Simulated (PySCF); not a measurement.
Species: C4H7O (doublet state).
Structure used (PBE0-D3(BJ)/def2-SVP), in Å, numbered top down from 1:
```xyz
12
C4H7O angstrom
C      1.8474    1.0255   -0.2679
C      1.2405   -0.0130    0.2691
C      0.0788   -0.7508   -0.3494
C     -1.2402   -0.2992    0.2789
O     -1.4964    1.0537    0.0507
H      1.8098    1.5785   -1.2080
H      1.5408   -0.3389    1.2771
H      0.2064   -1.8369   -0.2070
H      0.0378   -0.5543   -1.4320
H     -2.0718   -0.8660   -0.1691
H     -1.2331   -0.5441    1.3621
H     -0.7177    1.5443    0.3436
```

Computed with PBE0-D3(BJ)/def2-SVP geometry optimisation, gas phase (PySCF).

Masses are those of the commonest isotopes; rigid-rotor values at the optimised geometry. The values belong to one conformer with, in the numbering `[H]/[C:1]=[CH:2]\[CH2:3][CH2:4][OH:5]`, C1–C2–C3–C4 -100°, C2–C3–C4–O5 63°, C3–C4–O5–H -53°.

**Question.** Give the principal moments of inertia and the rotational constants in MHz.

**Answer.** Ia = 55.03, Ib = 137.51, Ic = 171.38 u·Å²; 505379 MHz·u·Å²/I gives A = 9183, B = 3675, C = 2949 MHz.

**Question.** What kind of rotor is it?

**Answer.** An asymmetric top; Ray's κ = -0.767.

**Question.** What does the inertial defect say?

**Answer.** Not planar: Δ = Ic − Ia − Ib = -21.16 u·Å². For a rigid frame Δ = −2 Σ m c², so Σ m c² = 10.58 u·Å² lies off the ab plane: 6.90 from hydrogen and 3.68 from heavier atoms. The atom farthest from that plane is 1.45 Å away.

**Question.** Give the other two planar moments, Paa and Pbb, and the rms extents of the mass along the axes.

**Answer.** Paa = Σ m a² = (Ib + Ic − Ia)/2 = 126.93 and Pbb = Σ m b² = (Ia + Ic − Ib)/2 = 44.45 u·Å². With the mass M = 71.05 u, the rms extents √(P/M) along a, b and c are 1.34, 0.79, 0.39 Å.

**Question.** Predict some low-J microwave lines.

**Answer.** The dipole components are |μa| = 0.70 D, |μb| = 1.06 D, |μc| = 0.16 D. Intensities carry the squares of the components, which stand as 0.43 : 1.00 : 0.02 (a : b : c). Some lines, for components of 0.1 D or more:

```
type  branch         J(Ka,Kc)    MHz  lower level (cm⁻¹)
   a       Q  3(2,1) ← 3(2,2)    332               2.109
   c       Q  4(1,4) ← 4(0,4)   3048               2.177
   b       R  3(1,2) ← 2(2,1)   4394               1.446
   c       Q  2(1,2) ← 2(0,2)   4849               0.661
   b       R  5(2,3) ← 4(3,2)   5570               3.978
   a       Q  4(1,3) ← 4(1,4)   7236               2.279
   b       R  2(0,2) ← 1(1,1)   7673               0.405
   b       Q  3(1,2) ← 3(0,3)   8338               1.315
   c       Q  5(2,4) ← 5(1,4)  12492               3.674
   c       R  1(1,0) ← 0(0,0)  12859               0.000
   a       R  2(1,1) ← 1(1,0)  13975               0.429
   b       Q  4(2,2) ← 4(1,3)  15093               2.520
   b       R  5(1,4) ← 4(2,3)  20480               2.991
   b       Q  5(2,4) ← 5(1,5)  23279               3.315
   a       R  4(3,1) ← 3(3,0)  26644               3.090
   b       Q  5(3,2) ← 5(2,3)  27852               4.163
   b       Q  5(3,3) ← 5(2,4)  29914               4.091
   c       R  2(2,1) ← 1(1,1)  31225               0.405
   b       R  2(2,0) ← 1(1,1)  31292               0.405
   a       R  5(3,2) ← 4(3,1)  33394               3.979
   b       R  5(2,4) ← 4(1,3)  47092               2.520
   c       Q  5(5,1) ← 5(4,1)  52701               6.455
   b       R  4(3,2) ← 3(2,1)  55684               2.120
   b       R  5(2,3) ← 4(1,4)  56498               2.279
   c       R  5(5,1) ← 4(4,1)  85973               5.345
```

**Question.** Estimate the classical rotational partition function at 25 K, 50 K and 100 K.

**Answer.** Point group C1, symmetry number σ = 1; q = (√π/σ)·√((kT/h)³/(ABC)), k/h = 20836.6 MHz/K: 2110 at 25 K, 5970 at 50 K, 16900 at 100 K.

For this open shell read J as N, the rotation without spin; fine and hyperfine splittings come on top. Whether it is a minimum is left open (no frequencies). ⟨S²⟩ = 0.766 (exact for a doublet: 0.75). These are rigid-rotor constants of the computed structure; measured ground-state constants (B0) also hold zero-point vibration.

On one thread, x86-64 server, shared host, this took 33 s. That covers the optimisation of the geometry.
